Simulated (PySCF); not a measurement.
Gas-phase reaction: 2 SiH₄ + C₃H₄ (propyne) → ethylsilane + CH₃SiH

Energies from PySCF (xtb for GFN2), thermal terms from the rigid-rotor harmonic-oscillator model, ideal gas at 1 bar. † marks an energy on the PBE0/def2-TZVP geometry and frequencies; other levels use their own. CCSD(T) freezes the core. All species are closed-shell singlets. CH₃SiH: computed as isolated molecules; such fragments, hydroxides, amides, oligomers or adducts are transient or little studied in the gas. CCSD(T) isn't extrapolated to the basis-set limit; its ΔH°(298 K) is -67.0 kJ in def2-SVP and -72.8 kJ in def2-TZVPP. The harmonic model lacks anharmonicity and excited electronic states, which grow with temperature; levels with a mode under 35 cm⁻¹ are left out. Internal rotation in ethylsilane, CH₃SiH is treated as a harmonic vibration of one conformer, which makes the entropy rough.

```json
[
 {"level": "CCSD(T)/def2-TZVPP†", "ΔE electronic, kJ": "-104", "ΔH°(298 K), kJ": "-73", "ΔS°(298 K), J/K": "-97", "ΔG°(2500 K), kJ": "157"},
 {"level": "GFN2-xTB", "ΔE electronic, kJ": "-4", "ΔH°(298 K), kJ": "32", "ΔS°(298 K), J/K": "-103", "ΔG°(2500 K), kJ": "294"},
 {"level": "PBE0/def2-TZVP", "ΔE electronic, kJ": "-123", "ΔH°(298 K), kJ": "-92", "ΔS°(298 K), J/K": "-97", "ΔG°(2500 K), kJ": "138"},
 {"level": "r2SCAN/def2-TZVP†", "ΔE electronic, kJ": "-107", "ΔH°(298 K), kJ": "-75", "ΔS°(298 K), J/K": "-97", "ΔG°(2500 K), kJ": "154"},
 {"level": "LDA/def2-TZVP†", "ΔE electronic, kJ": "-152", "ΔH°(298 K), kJ": "-120", "ΔS°(298 K), J/K": "-97", "ΔG°(2500 K), kJ": "109"}
]
```
ΔH° is lowest at LDA/def2-TZVP† and highest at GFN2-xTB. No reference value is set beside these.
